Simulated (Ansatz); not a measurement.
# How close CCSD(T) comes to the exact answer in a basis

Each species is computed at the geometry given (Å), with frozen cores, in Ansatz 0.2.0: RHF-CCSD(T) for singlets, UHF-CCSD(T) otherwise, and full CI in the same basis. The program picks the determinant by trial CCSD, so it needn't be the lowest Hartree–Fock solution. States: HBBe A', NH⁻ Π, O2 Σg⁻ or Δg. Cases whose determinant has another symmetry than full CI's state, or whose (Q) step broke down, weren't drawn.

**Question.** Judging by size, spin and bonding and the diagnostics given, rank them by the size of CCSD(T)'s error in total energy against full CI in the same basis, smallest first (an estimate).
A. O2, triplet, 6-31G: O 0.000 0.000 0.000; O 0.000 0.000 1.193. T1 0.013, (T) -148 meV in a correlation energy of -6.42 eV
B. HBBe, singlet, 6-31G: B 0.000 -0.168 0.784; Be 0.000 0.113 -1.111; H 0.000 0.788 1.527. T1 0.048, (T) -163 meV in a correlation energy of -3.55 eV
C. NH⁻, doublet, 6-31++G**: N 0.000 0.000 0.000; H 0.000 0.000 0.811. T1 0.023, (T) -107 meV in a correlation energy of -4.63 eV

**Answer.** C (26.6 meV), B (36.1 meV), A (52.3 meV).

```csv
species,basis,correlated electrons,CCSD(T) − full CI (meV),CCSDT(Q) − full CI (meV),unpaired electrons (full CI),T1,⟨S²⟩ of the determinant
"NH⁻, doublet",6-31++G**,7,26.6,-1.6,1.04,0.023,0.78
"HBBe, singlet",6-31G,6,36.1,2.1,0.95,0.048,0.00
"O2, triplet",6-31G,12,52.3,0.1,2.04,0.013,2.03
```

Unpaired electrons are Σ n²(2−n)² over natural occupations; an open shell counts its own unpaired electrons too. Frozen cores follow each run's orbitals, which moves totals by a few meV. No single determinant describes HBBe, singlet well, by full CI's occupations.
